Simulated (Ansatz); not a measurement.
Lattice parameter a of some III–V compounds

Method: HSE06-D3(BJ) (Ansatz, a first-principles code, plane waves, PAW). References are measured values corrected to a static lattice or taken at low temperature (these still hold zero-point motion).

Values in Å.

```tsv
solid	reference	HSE06-D3(BJ)	error (%)
zinc-blende GaAs	5.64*	5.609	-0.55
wurtzite AlN	3.111¶	3.083	-0.90
zinc-blende InSb	6.468*	6.441	-0.42
zinc-blende GaP	5.439*	5.403	-0.66
zinc-blende AlP	5.451*	5.418	-0.61
zinc-blende InAs	6.047*	6.024	-0.38
zinc-blende AlAs	5.649*	5.614	-0.62
zinc-blende InP	5.858*	5.829	-0.50
cubic BN	3.593*	3.580	-0.36
zinc-blende BP	4.525*	4.483	-0.93
```

Over these 10 solids the mean error is -0.59 %, the mean absolute error 0.59 % (median 0.58 %), and the worst case zinc-blende BP at -0.93 %; the value is below the reference in 10 of 10 cases.

A star marks references brought to a static lattice; the others are low-temperature values that still hold zero-point motion, which matters most for light elements.

Spin–orbit coupling is left out, also for the solids with elements from indium on (zinc-blende InSb, zinc-blende InAs, zinc-blende InP); its size isn't shown.

¶ marks references of a special kind: wurtzite AlN, 3.111 Å (measured, low temperature, extrapolated to low temperature; as tabulated in arXiv:1206.3780).

Differences are worked out from the printed values.

Ansatz's density-functional and Hartree–Fock values are scalar-relativistic unless marked +SOC, with PAW data made under PBE.

Not in this set, of the III–V compounds with a reference value in our tables and a result at some level: 4 for a reference at room or unstated temperature; 1 for a high-temperature or high-pressure phase. These can be a level's best or worst cases. At least 3 more with a reference value are held back for tests. Solids without a released value at any level aren't counted. Layered and molecular crystals are counted apart.

References as tabulated in Mejia-Rodriguez and Trickey (2018), arXiv:1807.09216; arXiv:1206.3780; Goldzak et al. (2022), arXiv:2208.04865.
